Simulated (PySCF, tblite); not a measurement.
**A complex of methanol and dinitrogen**

A gas-phase complex of methanol and dinitrogen; neutral, singlet. The structure comes from a short search (6 tight-binding starts) and was relaxed by PBE0-D3(BJ)/def2-TZVPD; another way of binding may lie lower. No frequency run checks that it is a minimum.

| part | name | SMILES | atoms | charge | multiplicity |
| --- | --- | --- | --- | --- | --- |
| 1 | methanol | CO | 1–6 | 0 | 1 |
| 2 | dinitrogen | N#N | 7–8 | 0 | 1 |

Coordinates in Å:
```
C1     -0.476   -0.014   -0.087
O2      0.785   -0.564   -0.386
H3     -1.225   -0.636   -0.579
H4     -0.583    1.010   -0.465
H5     -0.686   -0.014    0.989
H6      1.464   -0.014    0.012
N7      3.328    0.905    1.124
N8      4.256    1.132    1.645
```

```csv
contact,kind (by geometry),distance (Å),angle (°)
H6···N7,hydrogen bond,2.357,168
```

Interaction energies are complex less parts, with the parts frozen as they stand in it; counterpoise-corrected, in kcal/mol (PySCF). The CCSD(T) estimate is Hartree-Fock/aug-cc-pVQZ, plus the MP2 correlation part extrapolated as X⁻³ from aug-cc-pVTZ and aug-cc-pVQZ, plus CCSD(T) less MP2 in aug-cc-pVDZ; noble-gas cores are frozen. It isn't the exact limit.

(1) How strongly do the parts interact, level by level?

(2) What holds them together? Decompose the wB97M-D3(BJ)/def2-TZVPD energy: frozen parts, their antisymmetrised product, then relaxation.

The parts were also relaxed and run alone, at the levels used for the complex: shieldings by PBE0/pcSseg-2; core levels by delta-SCF with SCAN, pcX-2 on the ionised atom and pcseg-1 elsewhere, spin-free X2C.

Values alone: O2–H6 bond (Å): 0.959; shielding of H6 (ppm): 31.81; shielding of N7 (ppm): -86.7; shielding of O2 (ppm): 329.5; C1 1s core level (eV): 292.41; O2 1s core level (eV): 538.99; N7 1s core level (eV): 409.84.

(3) What does binding change?

Answers

(1) 
```csv
level,interaction,superposition error removed
Hartree-Fock/aug-cc-pVQZ,-0.17,-
wB97M-D3(BJ)/def2-TZVPD,-1.20,-0.07
PBE0-D3(BJ)/def2-TZVPD,-1.36,-0.07
MP2/aug-cc-pVQZ,-1.34,-0.22
"CCSD(T), estimated basis limit",-1.29,-
```

(2) electrostatic -1.5, Pauli repulsion +1.5, orbital relaxation -0.7, dispersion correction -0.5 kcal/mol, which sum to the value before the counterpoise correction; the Pauli term holds the exchange-correlation of the frozen density too. Of the attraction, 56 % is electrostatic, 25 % is orbital relaxation, 20 % is dispersion correction.

(3) 
```
             property   alone  in the complex  change
       O2–H6 bond (Å)   0.959           0.960   0.000
shielding of H6 (ppm)   31.81           31.62   -0.19
shielding of N7 (ppm)   -86.7           -80.2    +6.4
shielding of O2 (ppm)   329.5           330.5    +1.0
C1 1s core level (eV)  292.41          292.26   -0.16
O2 1s core level (eV)  538.99          538.68   -0.31
N7 1s core level (eV)  409.84          410.14   +0.30
```

The core-hole state of N7 is spin-contaminated (⟨S²⟩ 0.82 against 0.75 for a pure doublet), so that value and differences from it are less sure.
